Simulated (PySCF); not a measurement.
## Ionisation energy of Ne by level of theory

Ne [Ne] → Ne⁺ [He] 2s2 2p5 [2p1/2^2 2p3/2^3, M_J = 3/2], as a difference of total energies. Computed with PySCF 2.14 in x2c-TZVPall-2c (5s3p2d1f, 31 functions), with the two-component X2C-1e Hamiltonian. Correlated levels: 1s2 frozen. "Screened" scales the spin-orbit matrix elements by Boettger's factors to mimic the two-electron term; Breit and QED terms are absent.

```csv
method,ionisation energy (eV),error (eV)
GHF (spin-free),19.761,-1.804
GMP2 (spin-free),21.524,-0.041
GHF (screened spin-orbit),19.726,-1.839
GMP2 (screened spin-orbit),21.489,-0.076
```

Reference: 21.565 eV (measured; NIST Atomic Spectra Database, ionization energies).

Errors of the correlated levels include the incompleteness of this basis and the frozen core.
